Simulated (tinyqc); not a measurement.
A ladder of methods, and size consistency: correlation methods against full CI in the sto-6g basis, for H2O, spin multiplicity 1. Computed by the program tinyqc with PySCF. 

Geometry (angstrom):
```
atom       x        y       z
O     0.0000   0.0000  0.0000
H     0.0000   0.7710  0.7350
H     0.0000  -0.7710  0.7350
```

RHF energy of one = -75.668333 hartree

All electrons correlated; +Q is the Davidson correction (1 - c0^2) E_corr. The last columns treat two copies 100 angstrom apart as one system. FCI is the lowest singlet.

Correlation energies (hartree):
```
method   E_corr of one  share of FCI (%)  E_corr of two at 100 angstrom  two minus twice one (mhartree)
MP2          -0.048089           70.8355                      -0.096178                          0.0000
CISD         -0.066372           97.7665                      -0.127761                          4.9838
CISD+Q       -0.069068          101.7374                      -0.136989                          1.1468
CCSD         -0.067701           99.7244                      -0.135403                          0.0000
CCSD(T)      -0.067781           99.8419                      -0.135562                          0.0000
FCI          -0.067889          100.0000                              -                               -
```

MP2 recovers 71 %, CISD 97.8 % and CCSD 99.7 % of the FCI value (c0^2 = 0.959 in CISD). MP2 and coupled cluster are size consistent, so their last column vanishes; CISD loses 4.98 mhartree, since a double excitation on each copy is a quadruple of the pair, and the Davidson correction leaves +1.15.
